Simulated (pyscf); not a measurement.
Four-centre exchange: H₃C–Zn–CH₃ + hydrogen chloride (HCl) -> chloromethane (H₃C–Cl) + H₃C–ZnH

Gas phase, singlet surface, charge 0. Bonds broken: C1–Zn2, Cl10–H11. Bonds formed: C1–Cl10, Zn2–H11. Optimised with ωB97X-D3(BJ)/def2-SVP in PySCF.

Transition state (Å):

```xyz
11

C      0.1550    -1.3350     0.2085
Zn    -0.3473     1.5319    -0.6178
C      0.0272     3.2229     0.2269
H      1.0217    -1.9222    -0.1292
H     -0.5993    -1.9834     0.6783
H      0.4894    -0.5700     0.9384
H     -0.4275     3.2646     1.2288
H     -0.3777     4.0521    -0.3735
H      1.1131     3.3701     0.3348
Cl    -0.7536    -0.3858    -1.5420
H     -1.4005     0.5216    -2.7741
```

One imaginary mode, 463i cm⁻¹; descent along it reached the two sides named, in the forms told below.

```tsv
bond	change	reactant side (Å)	saddle	product side
C1–Zn2	breaks	1.949	3.0	3.7
Cl10–H11	breaks	1.286	1.661	3.3
C1–Cl10	forms	3.7	2.189	1.785
Zn2–H11	forms	3.1	2.6	1.555
```

Electronic energies relative to the separated reactants (eV):

```tsv
level	barrier	reaction energy	reverse barrier
ωB97X-D3(BJ)/def2-TZVP	3.65	+0.51	3.15
PBE/def2-TZVP	2.96	+0.51	2.44
r²SCAN/def2-TZVP	3.11	+0.53	2.58
B3LYP-D3(BJ)/def2-TZVP	3.22	+0.49	2.73
PBE0-D3(BJ)/def2-TZVP	3.26	+0.51	2.75
M06-2X/def2-TZVP	3.44	+0.52	2.92
ωB97M-D3(BJ)/def2-TZVP	3.65	+0.51	3.15
HF/def2-TZVP	4.41	+0.35	4.06
```

With ωB97M-D3(BJ)/def2-TZVP energies and thermal terms (ideal gas, 1 atm, RRHO with modes under 100 cm⁻¹ raised to 100, one conformer, R ln 2 for chiral ones without a mode under 150 cm⁻¹), in eV:

```tsv
T (K)	ΔH‡	ΔG‡	ΔH	ΔG
298	3.58	3.94	+0.51	+0.50
600	3.59	4.30	+0.48	+0.50
900	3.61	4.66	+0.45	+0.52
1200	3.64	5.00	+0.44	+0.55
```

On the product side the descent ends in a complex, 0.24 eV under the separated species and 3.38 eV under the saddle at ωB97X-D3(BJ)/def2-TZVP. At the saddle there is also a short Cl–Zn contact that neither side keeps. The same reactants have a lower exit, to CH₄ + H₃C–Zn–Cl (barrier +1.49 eV at ωB97M-D3(BJ)/def2-TZVP, against +3.65 eV here). This is the saddle that the search found; another between the same sides may lie lower. A restricted solution here is unstable towards spin polarisation, so biradical character is likely and single-reference numbers are less safe. Elements up to Kr have no core potential and no relativistic terms here.
